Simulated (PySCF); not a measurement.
# Static response to an electric field

Species: C2H2F2O.
Geometry (PBE0-D3(BJ)/def2-SVP, Å), atoms numbered from 1 in this order:
```
atom  x, y, z in Å
O1     1.5444    0.3171    1.0036
C2     0.9049   -0.0111    0.0475
C3    -0.6177    0.0134    0.0232
F4    -1.0550   -1.2397   -0.2095
F5    -1.0150    0.7972   -0.9974
H6     1.3635   -0.3678   -0.9095
H7    -1.0332    0.3889    0.9736
```

Level: PBE0/def2-SVPD (PySCF), static field, nuclei fixed, core orbitals frozen in the response. The polarisability tensor in these axes (au):

```
x   32.26  0.83  2.66
y    0.83 26.72  2.17
z    2.66  2.17 32.21
```

**Question.** Diagonalise the tensor; give its mean and Δα, where Δα² is half the sum of the squared differences of the eigenvalues.

**Answer.** Principal values 25.96, 29.80 and 35.42 au; mean 30.40 au = 4.50 Å³ = 5.01 × 10⁻⁴⁰ C²·m²/J; Δα = 8.24 au (27 % of the mean).

**Question.** What is the dipole moment, and where does it point?

**Answer.** (-0.37, -0.09, -0.40) D, 0.55 D in size, pointing from the negative to the positive side. Measured along this direction, the outermost atoms are O1 at the negative end and F5 at the positive end.

**Question.** What molar refraction does this α imply?

**Answer.** Lorentz–Lorenz: R = (4π/3)N_A α = 2.5225 cm³/(mol·Å³) × 4.50 Å³ = 11.4 cm³/mol, in the limit of long wavelengths.

**Question.** What would n − 1 = 2πNα be for an ideal gas of these molecules at 400 K and 1 atm, electronic part alone?

**Answer.** N = p/kT = 1.8347 × 10¹⁹ cm⁻³, so n − 1 = 2π × N × 4.50 × 10⁻²⁴ cm³ = 519 × 10⁻⁶ at long wavelengths.

**Question.** Give the principal axes and the span of the nuclei along them.

**Answer.** Largest value along (0.66, 0.24, 0.71), where the nuclei span 3.00 Å; middle along (0.75, -0.23, -0.62), 3.14 Å; least along (0.02, 0.94, -0.34), 2.18 Å. 

Isolated species at its PBE0-D3(BJ)/def2-SVP geometry (one conformer only).
